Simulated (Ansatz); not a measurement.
A nudged elastic band was laid between two geometries of CH4AlCl + H2 (9 atoms, charge 0, multiplicity 1).

All numbers below come from RKS PBE-D4/def2-SVP (Ansatz 0.2.0).

```json
{"movable images": "7", "climbing image": "yes", "spring": "5.0 eV/Å²", "optimiser": "quadratic models (default)", "start path": "through a guess of the saddle point", "force threshold": "0.05 eV/Å", "iteration limit": "60", "end points": "relaxed"}
```

First end point:

```xyz
9
Properties=species:S:1:pos:R:3
Al -0.009 -0.002 0.349
C 0.063 0.279 2.285
H -0.870 -0.034 2.799
H 0.921 -0.239 2.759
H 0.193 1.365 2.486
Cl 1.830 -0.092 -0.730
H -1.327 0.082 -0.544
H -0.381 -2.302 0.244
H -0.268 -2.201 1.003
```

Last end point:

```xyz
9
Properties=species:S:1:pos:R:3
Al -0.071 -0.621 -0.281
C -0.027 -0.186 2.442
H -0.915 0.419 2.693
H 0.567 -0.413 3.347
H 0.634 0.389 1.757
Cl 1.693 0.462 -0.814
H -1.448 0.174 -0.326
H 0.068 -2.205 -0.188
H -0.349 -1.163 2.020
```

**Question.** What changes between the two ends?

**Answer.** Bonds broken: Al1–C2, H8–H9. Bonds formed: Al1–H8, C2–H9. CH4AlCl + H2 becomes AlClH2 + CH4.

**Question.** What energy profile does the band end with?

**Answer.** The run converged. The highest image is number 3 of 0 to 8, 96.4 kJ/mol above the first end and 122.6 kJ/mol above the last; the last end lies 26.3 kJ/mol below the first. A vibrational analysis at the climbing image gives one clearly imaginary mode, 1214i cm⁻¹: a first-order saddle point. The orbitals stay closed-shell, which can raise the energy where a bond breaks towards radicals; this wasn't checked here.

| image | path coordinate (Å) | energy (kJ/mol) | Al1–C2 (Å) | H8–H9 (Å) | Al1–H8 (Å) |
| --- | --- | --- | --- | --- | --- |
| 0 | 0.00 | 0.0 | 1.96 | 0.77 | 2.33 |
| 1 | 0.56 | 3.0 | 1.96 | 0.78 | 2.27 |
| 2 | 1.11 | 33.6 | 1.98 | 0.81 | 2.03 |
| 3 | 1.67 | 96.4 | 2.13 | 1.09 | 1.75 |
| 4 | 2.08 | 39.7 | 2.32 | 1.48 | 1.64 |
| 5 | 2.48 | -9.4 | 2.57 | 1.83 | 1.60 |
| 6 | 2.89 | -23.6 | 2.73 | 2.19 | 1.59 |
| 7 | 3.29 | -25.8 | 2.76 | 2.40 | 1.59 |
| 8 | 3.69 | -26.3 | 2.76 | 2.48 | 1.59 |

**Question.** What is the geometry of the highest image?

**Answer.** 
```xyz
9
Properties=species:S:1:pos:R:3
Al -0.075 -0.319 0.094
C -0.009 -0.081 2.205
H -1.009 -0.012 2.677
H 0.690 -0.594 2.898
H 0.397 0.952 2.101
Cl 1.819 0.110 -0.765
H -1.453 0.162 -0.509
H -0.146 -2.011 0.545
H -0.061 -1.350 1.405
```

**Question.** What are the harmonic wavenumbers there?

**Answer.** 1214i, 78, 149, 374, 421, 515, 558, 630, 653, 714, 1021, 1171, 1198, 1374, 1404, 1664, 1940, 1964, 2955, 3046, 3094 cm⁻¹.

The band took 12 iterations and of the order of 3 core-minutes.

Run time: 3.3 min on 1 thread of Arm Neoverse V1 (shared host), peak memory 0.14 GiB.
